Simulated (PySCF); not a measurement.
Compound: phthalazine, C8H6N2.
Atom-mapped SMILES: `[cH:1]1[cH:2][cH:3][c:4]2[cH:5][n:6][n:7][cH:8][c:9]2[cH:10]1` (hydrogens: H11 on C1; H12 on C2; H13 on C3; H14 on C5; H15 on C8; H16 on C10)

Theory: PBE0-D3(BJ)/def2-SVP geometry optimisation, gas phase in PySCF 2.14.0.

What internal coordinates does the optimisation give?

| bond | length (pm) |
| --- | --- |
| C1–C2 | 141.4 |
| C3–C4, C9–C10 | 141.3 |
| C4–C5, C8–C9 | 142.2 |
| C5–N6, N7–C8 | 130.7 |
| N6–N7 | 134.5 |
| C1–C10, C2–C3 | 137.8 |
| C4–C9 | 141.5 |
| C1–H11, C2–H12 | 109.2 |
| C3–H13, C10–H16 | 109.3 |
| C5–H14, C8–H15 | 109.6 |

Bonds in one row agree within 1 pm and their mean is given. A selection of angles:
| angle | degrees |
| --- | --- |
| C2–C1–C10 | 120.7 |
| C2–C1–H11 | 119.3 |
| C10–C1–H11 | 120.0 |
| C2–C3–C4 | 119.5 |
| C2–C3–H13 | 121.0 |
| C4–C3–H13 | 119.5 |
| C3–C4–C5 | 124.5 |
| C3–C4–C9 | 119.8 |
| C5–C4–C9 | 115.8 |
| C4–C5–N6 | 124.3 |
| C4–C5–H14 | 119.9 |
| N6–C5–H14 | 115.8 |
| C5–N6–N7 | 120.0 |

The 10 heavy atoms lie in one plane (0.000 Å rms). The 6-membered ring C4–C5–N6–N7–C8–C9 has internal angles of 115.7° to 124.3°; it is planar, 0.00 Å rms from its mean plane, widest ring torsion 0°. The 8 C–C bonds span 1.378 Å (C1–C10, aromatic) to 1.422 Å (C4–C5, aromatic), a spread of 0.044 Å. The 6-membered ring C1–C2–C3–C4–C9–C10 has internal angles of 119.5° to 120.7° (sum 720°, against 720° for a flat polygon); it is planar, 0.00 Å rms from its mean plane, widest ring torsion 0°.

Point group: C2v (tolerance 0.08 Å). Whether it is a minimum is left open (no frequencies).
